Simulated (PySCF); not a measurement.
Calculation: PySCF 2.14.0 with B3LYP-D3(BJ)/def2-TZVP. Isolated molecules, 0 K electronic values unless said otherwise. B3LYP has the VWN-RPA correlation part, as in Gaussian. 

Reference species (SMILES): `Cl[Si](Cl)(Cl)Cl` (neutral, multiplicity 1).

The dipole moment is 0.00 D.

Changed species: `[SiH4]` (whole molecule; the reference has whole molecule).

Question: Predict the effect on the dipole moment.

Answer: the dipole moment hardly moves.
